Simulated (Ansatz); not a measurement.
A nudged elastic band was laid between two geometries of AlClH4O (7 atoms, charge 0, multiplicity 1).

The calculation used RHF/cc-pVDZ in Ansatz 0.2.0.

```
movable images  : 9
climbing image  : yes
spring          : 5.0 eV/Å²
optimiser       : quadratic models (default)
start path      : through a guess of the saddle point
force threshold : 0.05 eV/Å
iteration limit : 60
end points      : relaxed
```

First end point:

```xyz
7
Properties=species:S:1:pos:R:3
Al 0.034 -0.023 0.129
Cl -0.121 0.641 2.208
H 1.450 0.214 -0.525
H -1.324 -0.010 -0.687
O 0.059 -2.022 0.570
H -0.742 -2.504 0.393
H 0.333 -2.236 1.456
```

Last end point:

```xyz
7
Properties=species:S:1:pos:R:3
Al -0.110 -0.347 -0.816
Cl 0.818 -1.149 3.573
H 0.936 0.813 -0.647
H -0.904 -0.694 -2.136
O -0.396 -1.317 0.594
H -1.000 -2.046 0.608
H 0.346 -1.197 2.370
```

Problem. Which bonds break or form, and what moves?

Solution. Bonds broken: Al1–Cl2, O5–H7. Bonds formed: Cl2–H7. AlClH4O becomes AlH3O + ClH.

Problem. Give the energies along the band, and the barrier.

Solution. The run converged. The highest image is number 4 of 0 to 10, 1.50 eV above the first end and 0.30 eV above the last; the last end lies 1.20 eV above the first. A vibrational analysis at the climbing image gives one clearly imaginary mode, 839i cm⁻¹: a first-order saddle point. The orbitals stay closed-shell, which can raise the energy where a bond breaks towards radicals; this wasn't checked here.

```csv
image,path coordinate (Å),energy (eV),Al1–Cl2 (Å),O5–H7 (Å),Cl2–H7 (Å)
0,0.00,0.00,2.19,0.95,3.01
1,0.41,0.01,2.19,0.95,2.73
2,0.81,0.15,2.25,0.96,2.25
3,1.22,0.76,2.44,1.04,1.81
4,1.63,1.50,2.63,1.42,1.42
5,2.21,1.32,3.09,1.99,1.29
6,2.79,1.28,3.58,2.04,1.29
7,3.37,1.25,3.97,1.98,1.29
8,3.95,1.22,4.26,1.94,1.29
9,4.53,1.20,4.44,1.93,1.29
10,5.11,1.20,4.56,1.93,1.29
```

Problem. What is the geometry of the highest image?

Solution. 
```xyz
7
Properties=species:S:1:pos:R:3:forces:R:3
Al 0.028 -0.315 -0.194 0.00 0.00 0.00
Cl 0.047 -0.052 2.423 0.00 -0.01 0.00
H 1.417 0.256 -0.653 0.00 0.00 0.00
H -1.389 0.141 -0.712 0.00 0.00 0.00
O 0.074 -1.976 0.536 -0.01 0.00 0.00
H -0.539 -2.673 0.353 0.00 0.00 0.00
H 0.051 -1.320 1.790 0.00 0.01 0.00
```

Problem. What are the harmonic wavenumbers there?

Solution. 839i, 182, 339, 367, 526, 597, 688, 711, 789, 852, 1017, 1627, 2010, 2033, 4159 cm⁻¹.

The run took 3.4 min on 1 thread of Arm Neoverse V1, on a shared host, peak memory 0.12 GiB.
